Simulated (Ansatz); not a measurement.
System: formamide, CH3NO, net charge 0, singlet state. SMILES: NC=O
Coordinates optimised at B3LYP-D3(BJ)/def2-TZVP (Ansatz, an electronic-structure program):
```xyz
6

N     -1.0698     0.1943     0.1075
C      0.2724     0.3136    -0.0479
O      1.0507    -0.6113    -0.0819
H     -1.4767    -0.7220     0.2042
H     -1.6667     1.0020     0.1281
H      0.5920     1.3678    -0.1427
```
Charge 0, spin multiplicity 1.

Computed values are from Ansatz. Cores are frozen in the correlated levels unless marked. UHF or UKS for open shells. Spin-orbit coupling is left out. Non-relativistic. CBS marks a two-point X^-3 extrapolation of the correlation energy; Hartree-Fock from the larger set. The bracket is a focal-point correction in the basis named.

**Question.** What is the total energy at RI-MP2/CBS(aug-cc-pVTZ,aug-cc-pVQZ)+[CCSD(T)-MP2]/aug-cc-pVTZ?

**Answer.** -169.7328 Eh.

**Question.** What is the atomisation energy De at RI-MP2/CBS(aug-cc-pVTZ,aug-cc-pVQZ)+[CCSD(T)-MP2]/aug-cc-pVTZ?

**Answer.** 567.2 kcal/mol.

**Question.** What is the dipole moment at CCSD(T)/aug-cc-pVDZ?

**Answer.** 3.86 D.

**Question.** What is the T1 diagnostic at CCSD/aug-cc-pVTZ?

**Answer.** 0.016.
